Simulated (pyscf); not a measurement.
Elementary routes open to NH₃ + F–SiH₂–Cl in the gas phase (singlet surface):
A. H₂N–SiH₂–Cl + HF (H–N, F–Si broken; N–Si, F–H formed)
B. H₂N–SiH₂–F + HCl (H–N, Cl–Si broken; N–Si, Cl–H formed)

Structures and frequencies: ωB97X-D3(BJ)/def2-SVP in PySCF.

**Question.** Rank the routes by free-energy barrier at 298 K, lowest first, for ωB97M-D3(BJ)/def2-TZVP energies (ideal gas, 1 atm, RRHO with modes under 100 cm⁻¹ raised to 100, one conformer, R ln 2 for chiral ones without a mode under 150 cm⁻¹).

**Answer.** B (80.3 kJ/mol), A (162.9 kJ/mol)

Route B is the fastest of these, ahead of the next by 82.6 kJ/mol. The most stable products are those of B (ΔG = +25.0 kJ/mol), so kinetics and thermodynamics agree. At 1200 K B is still the fastest. A: On the reactant side the descent ends in an adduct with a N–Si contact, 18.2 kJ/mol under the separated species and 137.2 kJ/mol under the saddle at ωB97X-D3(BJ)/def2-TZVP. On the product side the descent ends in a complex, 29.3 kJ/mol under the separated species and 73.1 kJ/mol under the saddle at ωB97X-D3(BJ)/def2-TZVP. B: On the reactant side the descent ends in an adduct with a N–Si contact, 1.8 kJ/mol under the separated species and 45.5 kJ/mol under the saddle at ωB97X-D3(BJ)/def2-TZVP. On the product side the descent ends in a complex, 23.5 kJ/mol under the separated species and 29.9 kJ/mol under the saddle at ωB97X-D3(BJ)/def2-TZVP. Only these routes are compared; each barrier is that of the saddle found, and lower ones may exist.
